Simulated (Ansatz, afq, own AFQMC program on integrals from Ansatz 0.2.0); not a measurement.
Two steps: Ansatz 0.2.0 writes the Fock matrix and Cholesky factors of the valence space, and afq projects on them the lowest state that overlaps trial and start.

```yaml
crystal:
  periodic: [false, false, false]
  atoms:
    - {symbol: B, position_ang: [-0.020073, -0.000245, 0.000004]}
    - {symbol: H, position_ang: [1.448818, 0.017672, -0.000313]}
    - {symbol: H, position_ang: [-0.629368, 1.025967, -0.002833]}
    - {symbol: H, position_ang: [-0.604154, -1.041014, 0.003099]}
basis:
  gaussian: {orbitals: cc-pVDZ}
magnetization: {spin_polarized: false}
correlation: {method: ccsd_t, electrons: outside_noble_gas, hamiltonian_folder: ham}
```

```sh
$ ansatz run in.yaml --threads 1 --pin off --events-out ev --progress --plain --max-ram 16896MiB --backend cuda --devices 0, --max-vram 18GiB
```

afq runs on the folder ham with

```
--method phaseless --trial cisd --walkers 4000 --populations 20 --least-time 60 --time-step 0.005 --steps-per-block 50 --equilibration-blocks 28 --max-blocks 4000 --target-error 0.00015 --factor-cut 1e-05 --seed 6361 --release-times 0.24,0.51,0.99,1.62,2.4 --release-step 0.03 --release-every 3 --taylor-order 6
```

Times are imaginary, in 1/Eh. The walk had a cap of 122 s. With eight or more populations the least sampling time is a fifth of least-time, and the error comes from their spread.

Output of the walk:

```
orbitals 28  electrons 3 3  factors 203 of 260
reference energy -26.36792575 Eh
CCSD correlation -0.11877373 Eh in 9 cycles, weight of the determinant in the CISD state 0.9373
energy of the start -26.486698 Eh
 block  time / (1/Eh)  mean weight  energy / Eh
     1     0.250  0.9998  -26.486062
     2     0.500  1.0001  -26.486475
     3     0.750  0.9999  -26.487057
     4     1.000  1.0000  -26.487558
     5     1.250  0.9999  -26.487870
    10     2.500  1.0001  -26.488671
    15     3.750  1.0003  -26.488787
    20     5.000  0.9999  -26.488926
    25     6.250  1.0000  -26.488735
    30     7.500  0.9999  -26.489278
    34     8.500  0.9997  -26.489366
    35     8.750  1.0000  -26.489132
    40    10.000  1.0002  -26.488960
    45    11.250  0.9999  -26.488851
    50    12.500  0.9999  -26.488984
    55    13.750  1.0000  -26.488838
    60    15.000  0.9999  -26.488729
    63    15.750  1.0002  -26.488544
    65    16.250  1.0001  -26.488906
    70    17.500  1.0000  -26.488671
    75    18.750  0.9999  -26.488984
    78    19.500  0.9999  -26.488898
error from the spread of 20 populations
released: time / (1/Eh)  energy / Eh  error  mean overlap
  0.24  -26.488929  0.000033  1.0000
  0.51  -26.488938  0.000032  0.9991
  0.99  -26.488919  0.000022  0.9977
  1.62  -26.488928  0.000031  0.9966
  2.40  -26.488955  0.000031  0.9964
energy -26.488917 +/- 0.000040 Eh
(rows thinned)
```

The run passed its tests (sampling time, drift between the halves within three errors, error under three times the target), which doesn't prove that it has relaxed. The second half of the sampling lies above the first by 1.5 errors of their difference, so the energy may still be moving and its error bar be too small.

Against this walk (error 1.1 meV) on the same determinant: CCSD(T) 12.4 meV higher, CCSDT(Q) 0.4 meV lower (within the noise), CCSDTQ 0.6 meV lower (within the noise), full CI 0.7 meV lower (within the noise). The error is statistical and leaves out the bias of the constraint. Released to 2.40 1/Eh the energy moves by -1.0 ± 1.4 meV (both errors), within twice the noise.

Cautions: constraint bias not in the error.

The walk took 14 s on 1 × NVIDIA H100 80GB HBM3 with 2 threads of AMD EPYC 7R13 Processor (Zen 3), with other jobs on the host (the card was shared). The log's last line is the phaseless energy.

CCSDT and higher add their correlation energy to the determinant of the CCSD(T) run, since their own runs factorise the integrals more tightly (a shift of under 2 meV). A walk keeps the symmetry of its determinant, which the program's search chose and which needn't be the lowest solution, so a lower state of the same spin and another symmetry isn't excluded.
